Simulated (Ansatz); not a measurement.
# C₄H₇F: a ladder of functionals and wavefunction methods

One table from this session's results is given with a row withheld; the runs are named, their logs left out.

Computed with Ansatz 0.2.0, Gaussian basis. Level: functionals in def2-TZVPP, the program's frozen cores in correlated methods.

Plan: PBE-D4, r2SCAN-D4, PBE0-D4, B3LYP-D4, ωB97X-V, ωB97M-V, B2PLYP; CCSD(T)/def2-TZVPP; MP2/def2-QZVPP; extrapolation to the limit.

## The relaxed structure

All runs share one geometry, relaxed beforehand with PBE0-D4 in a triple-zeta def2 set.

SMILES `FC1CCC1`, 12 atoms, charge 0, spin multiplicity 1.

Atoms are counted from 1 here; the program's logs count them from 0.

Bond lengths: F1–C2 1.386 Å, C2–C3 1.531 Å, C2–C5 1.531 Å, C2–H6 1.092 Å, C3–C4 1.544 Å, C3–H7 1.090 Å, C3–H8 1.092 Å, C4–C5 1.544 Å, C4–H9 1.090 Å, C4–H10 1.090 Å, C5–H11 1.090 Å, C5–H12 1.092 Å. Angles: F1–C2–C3 110.9°, F1–C2–C5 110.9°, F1–C2–H6 107.0°, C3–C2–C5 89.3°, C3–C2–H6 118.9°, C5–C2–H6 118.9°, C2–C3–C4 88.9°, C2–C3–H7 115.4°, C2–C3–H8 111.4°, C4–C3–H7 118.3°, C4–C3–H8 112.5°, H7–C3–H8 109.1°, C3–C4–C5 88.4°, C3–C4–H9 117.1°, C3–C4–H10 112.2°, C5–C4–H9 117.1°, C5–C4–H10 112.2°, H9–C4–H10 108.7° and more.

The first run:

Contents of in.yaml:

```yaml
crystal:
  periodic: [false, false, false]
  atoms:
    - {symbol: F, position_ang: [-1.873717, 0.343478, 0.782354]}
    - {symbol: C, position_ang: [-0.950629, -0.466928, 0.139838]}
    - {symbol: C, position_ang: [0.387361, -0.468415, 0.884571]}
    - {symbol: C, position_ang: [0.894057, 0.622435, -0.083375]}
    - {symbol: C, position_ang: [-0.283621, 0.277502, -1.020237]}
    - {symbol: H, position_ang: [-1.445924, -1.420089, -0.058945]}
    - {symbol: H, position_ang: [0.331817, -0.231384, 1.947391]}
    - {symbol: H, position_ang: [0.912973, -1.416982, 0.757427]}
    - {symbol: H, position_ang: [1.900517, 0.502766, -0.484771]}
    - {symbol: H, position_ang: [0.803368, 1.622936, 0.340364]}
    - {symbol: H, position_ang: [-0.863338, 1.097243, -1.445451]}
    - {symbol: H, position_ang: [0.005136, -0.407761, -1.819766]}
basis:
  gaussian: {orbitals: def2-TZVPP}
hamiltonian: {xc: pbe, dispersion: d4}
output: {forces: true, orbitals: {seedname: orbitals}}
```

Started as:

```bash
$ ansatz run in.yaml --threads 4 --pin off --events-out ev --progress --plain --max-ram 10444MiB
```

Steps of the session up to this table: PBE-D4 (GGA); r2SCAN-D4 (meta-GGA); PBE0-D4 (hybrid); B3LYP-D4 (hybrid); ωB97X-V (range-separated); ωB97M-V (range-separated); B2PLYP (double hybrid); CCSD(T) in def2-TZVPP; MP2 in def2-QZVPP.

One of the session's tables, all rows but one given; the rest of the session is left out.

| method | atomisation energy (eV) |
| --- | --- |
| PBE-D4 | 51.628 |
| r2SCAN-D4 | 50.468 |
| PBE0-D4 | ? |
| B3LYP-D4 | 50.263 |
| ωB97X-V | 50.478 |
| ωB97M-V | 50.506 |
| B2PLYP | 49.833 |
| HF/def2-TZVPP | 37.381 |
| MP2/def2-TZVPP | 49.992 |
| CCSD/def2-TZVPP | 48.489 |
| CCSD(T)/def2-TZVPP | 49.172 |
| MP2/CBS | 51.092 |
| CCSD(T)/CBS | 50.272 |

Q: Estimate the row for PBE0-D4 from the others.

As computed: atomisation energy (eV): 50.828. In the column «atomisation energy (eV)» it lies between ωB97M-V (50.506) and MP2/CBS (51.092).

Limits of these values: Free atoms (1 F, 4 C, 7 H) were run apart at each level; the atomisation energy is their sum less the molecule, without zero-point or spin-orbit terms.
